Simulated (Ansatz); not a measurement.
Geometry optimisation, RKS PBE0/def2-SVP (Ansatz 0.2.0).

Input file:

```yaml
crystal:
  periodic: [false, false, false]
  atoms:
    - { symbol: Al, position_ang: [-1.3715, 0.2618, -0.7382] }
    - { symbol: S, position_ang: [-0.894, -1.005, 1.0218] }
    - { symbol: Al, position_ang: [1.2664, -0.4367, 0.8519] }
    - { symbol: H, position_ang: [-1.2977, -0.2849, -2.2316] }
    - { symbol: H, position_ang: [-1.7978, 1.8338, -0.5402] }
    - { symbol: H, position_ang: [2.28529, -1.30833, -0.06756] }
    - { symbol: H, position_ang: [1.87323, 0.85317, 1.62926] }
basis:
  gaussian: { orbitals: def2-SVP }
hamiltonian:
  xc: pbe0
relax:
  f_tol: 0.015
  max_steps: 40
```

Command:

```bash
$ ansatz run input.yaml --threads 1 --pin off --max-ram 2048MiB --backend cpu --events-out ev --progress --plain --runs-dir out
```

Problem. Where does it end, and by what steps?

Solution. It converged. The force dipped under the threshold on the way, but the program's further checks kept it going. After 17 steps the energy has fallen by 0.516 eV; S2 moved furthest, 1.72 Å.

| step | energy less start (eV) | largest force component (eV/Å) | accepted |
| --- | --- | --- | --- |
| 0 | 0.0000 | 0.645 | yes |
| 1 | -0.1134 | 0.365 | yes |
| 2 | -0.1613 | 0.251 | yes |
| 3 | -0.1652 | 0.066 | yes |
| 4 | -0.1699 | 0.057 | yes |
| 5 | -0.1925 | 0.143 | yes |
| 6 | -0.2315 | 0.330 | yes |
| 7 | -0.2773 | 0.446 | yes |
| 8 | -0.3297 | 0.517 | yes |
| 9 | -0.4214 | 0.199 | yes |
| 10 | -0.4734 | 0.181 | yes |
| 11 | -0.5039 | 0.089 | yes |
| 12 | -0.5112 | 0.032 | yes |
| 13 | -0.5151 | 0.010 | yes |
| 14 | -0.5155 | 0.038 | yes |
| 15 | -0.5150 | 0.083 | no |
| 16 | -0.5159 | 0.012 | yes |
| 17 | -0.5161 | 0.008 | yes |

```xyz
7
Properties=species:S:1:pos:R:3
Al -1.464 0.384 -0.811
S -0.485 0.662 1.131
Al 1.442 -0.352 0.883
H -0.719 -0.385 -1.980
H -2.920 0.991 -0.948
H 1.802 -1.065 -0.486
H 2.409 -0.321 2.136
```

Whether the end is a true minimum wasn't checked by a vibrational analysis.

Run time: 42 s on 1 thread of Arm Neoverse V2, on a shared host, peak memory 0.14 GiB.
